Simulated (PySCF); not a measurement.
SO₃⁻ at several levels of theory

All levels use the PBE0 minimum (doublet; S–O 1.473 Å (×3); O–S–O 114.1° (×3)), basis [S def2-TZVPD, O def2-TZVPD], no relativity, density fitting, no spin–orbit coupling, PySCF. For vertical energies the ionised species is a singlet (spins chosen at PBE0 and kept). Open shells are unrestricted, also as the reference of the correlated levels. Dipoles are about the centre of mass. A dash marks a value that was not computed or is not defined at that level.

```
 level  vertical detachment energy (eV)  −ε(HOMO) (eV)  dipole (D)
  PBE0                             3.53           1.10        0.88
    HF                             3.78           5.17        1.25
   MP2                             3.09              –           –
   PBE                             3.16          -0.34        0.76
r2SCAN                             3.37          -0.01        0.80
 B3LYP                             3.55           0.88        0.90
 TPSSh                             3.33           0.32        0.82
```

The highest occupied level lies above zero at PBE, r2SCAN, a mark of self-interaction error.

The lowest empty level of this anion is unbound, so it and the gap depend on the basis.
